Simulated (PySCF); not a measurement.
Screening by computed properties: pick the candidate that meets the target.

Each SMILES stands for a single optimised conformer of the isolated species, non-relativistic unless stated. Electronic properties by PySCF.

The conformers computed, where there is a choice (atom-mapped SMILES and torsion angles):
- `[CH3:1][S:2][Si:3]([NH2:4])([SiH2:5][C:6]#[N:7])[SiH2:8][C:9]#[N:10]`: C1–S2–Si3–N4 58°, S2–Si3–Si5–C6 -89°, S2–Si3–Si8–C9 -151°, H–N4–Si3–S2 41°, H–N4–Si3–S2 179°
- `[CH3:1][N:2]([CH:3]1[CH2:4][CH2:5][CH2:6]1)[SiH:7]([PH2:8])[PH2:9]`: C1–N2–C3–C4 99°, C1–N2–Si7–P8 -121°, H–P8–Si7–N2 -179°, H–P8–Si7–N2 -86°, H–P9–Si7–N2 -79°, H–P9–Si7–N2 -172°
- `[CH3:1][CH2:2][C@@:3]([CH3:4])([O:5][CH3:6])[C:7](=[O:8])[Cl:9]`: C1–C2–C3–C4 63°, C2–C3–O5–C6 -179°, C2–C3–C7–O8 106°
- `[CH2:1]=[CH:2]/[CH:3]=[N:4]/[NH:5][SiH:6]([CH3:7])[CH3:8]`: C1–C2–C3–N4 180°, C3–N4–N5–Si6 2°, N4–N5–Si6–C7 61°
- `[CH3:1][S:2][Si@:3]([C:4]#[N:5])([SiH2:6][NH2:7])[SiH2:8][C:9]#[N:10]`: C1–S2–Si3–C4 56°, S2–Si3–Si6–N7 -177°, S2–Si3–Si8–C9 92°, H–N7–Si6–Si3 -58°, H–N7–Si6–Si3 164°
- `[CH3:1][n:2]1[n:3][n+:4]([CH3:5])[cH:6][c:7]1[C:8]([F:9])([F:10])[F:11]`: C6–C7–C8–F9 0°
- `[CH:1]#[C:2]/[C:3](=[CH:4]/[F:5])[CH2:6][O:7][CH2:8][CH3:9]`: C2–C3–C6–O7 -60°, C3–C6–O7–C8 166°, C6–O7–C8–C9 70°
- `[CH2:1]=[CH:2]/[CH:3]=[C:4](\[CH2:5][CH3:6])[C:7](=[O:8])[F:9]`: C1–C2–C3–C4 -178°, C3–C4–C5–C6 85°, C3–C4–C7–O8 180°

(1) Wanted: dipole moment above 4 D (PBE0/pcSseg-1) and HOMO energy below -7 eV (PBE0/pcSseg-1), at GFN2-xTB geometries. Which candidate meets both?
A. `CS[Si](N)([SiH2]C#N)[SiH2]C#N`
B. `[SiH](P)(P)N(C1CCC1)C`
C. `C=C/C=N/N[SiH](C)C`
D. `CS[Si@](C#N)([SiH2]N)[SiH2]C#N`
E. `CC[C@@](C)(OC)C(=O)Cl`

(2) Wanted: HOMO–LUMO gap below 5.4 eV (PBE0/pcSseg-1) and smallest rotational constant above 2 GHz (GFN2-xTB), at GFN2-xTB geometries. Which candidate meets both?
A. `CC[C@@](C)(OC)C(=O)Cl`
B. `CN1N=[N+](C)C=C1C(F)(F)F`
C. `C#CC=S`
D. `CN(C1CCC1)[SiH](P)P`
E. `C#C/C(=C/F)COCC`
F. `C=C/C=C(\CC)C(=O)F`
G. `CS[Si](N)([SiH2]C#N)[SiH2]C#N`

Answers

(1) A. Computed values:
```
                       species  dipole moment  HOMO energy
         [SiH](P)(P)N(C1CCC1)C         1.16 D     -6.23 eV
            C=C/C=N/N[SiH](C)C         2.21 D     -6.02 eV
         CC[C@@](C)(OC)C(=O)Cl         2.38 D     -7.77 eV
CS[Si@](C#N)([SiH2]N)[SiH2]C#N         2.86 D     -7.26 eV
 CS[Si](N)([SiH2]C#N)[SiH2]C#N         5.30 D     -7.45 eV
```

(2) C. Computed values:
```csv
species,HOMO–LUMO gap,smallest rotational constant
C#CC=S,3.71 eV,2.976 GHz
C=C/C=C(\CC)C(=O)F,5.05 eV,0.793 GHz
CS[Si](N)([SiH2]C#N)[SiH2]C#N,5.65 eV,0.422 GHz
C#C/C(=C/F)COCC,6.29 eV,0.705 GHz
CN(C1CCC1)[SiH](P)P,6.43 eV,0.533 GHz
CC[C@@](C)(OC)C(=O)Cl,6.58 eV,1.020 GHz
CN1N=[N+](C)C=C1C(F)(F)F,7.46 eV,0.650 GHz
```
